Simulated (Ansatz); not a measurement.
# CH4NSi: the cost of one run

Method: UKS PBE-D4/def2-SVP, in Ansatz 0.2.0.

## 1. The starting structure

Bond lengths: C1–N2 1.298 Å, N2–Si3 1.642 Å, C1–H4 1.080 Å, C1–H5 1.083 Å, Si3–H6 1.458 Å, Si3–H7 1.446 Å. Angles: C1–N2–Si3 141.7°, N2–C1–H4 117.7°, N2–C1–H5 124.7°, H4–C1–H5 117.6°, N2–Si3–H6 133.0°, N2–Si3–H7 110.6°, H6–Si3–H7 116.4°.

Structure file:

```xyz
7

C    -1.1809    0.1540   -0.7904
N    -0.0755   -0.3760   -0.3626
Si    1.1167   -0.1546    0.7441
H    -1.6970   -0.3449   -1.5979
H    -1.6214    1.0627   -0.3986
H     1.3550    0.8656    1.7576
H     2.1032   -1.2068    0.6477
```

## 2. End point A

input.yaml

```yaml
crystal:
  periodic: [false, false, false]
  atoms:
    - { symbol: C, position_ang: [-1.18095, 0.15401, -0.79039] }
    - { symbol: "N", position_ang: [-0.07551, -0.37601, -0.36259] }
    - { symbol: Si, position_ang: [1.11668, -0.15457, 0.74408] }
    - { symbol: H, position_ang: [-1.69698, -0.34487, -1.59794] }
    - { symbol: H, position_ang: [-1.62144, 1.06265, -0.39855] }
    - { symbol: H, position_ang: [1.35498, 0.86555, 1.75765] }
    - { symbol: H, position_ang: [2.10323, -1.20678, 0.64773] }
magnetization:
  spin_polarized: true
  initial_magnetization: 1
basis:
  gaussian: { orbitals: def2-SVP }
hamiltonian:
  xc: pbe
  dispersion: d4
relax:
  f_tol: 0.015
  max_steps: 40
```

Started as:

```
$ ansatz run input.yaml --threads 1 --pin off --max-ram 2048MiB --backend cpu --events-out ev --progress --plain --runs-dir out
```

**Question.** How long does this run take on 1 thread of Arm Neoverse V1, shared host, and how much memory does it need?

About 40 s, with a peak of 0.15 GiB.
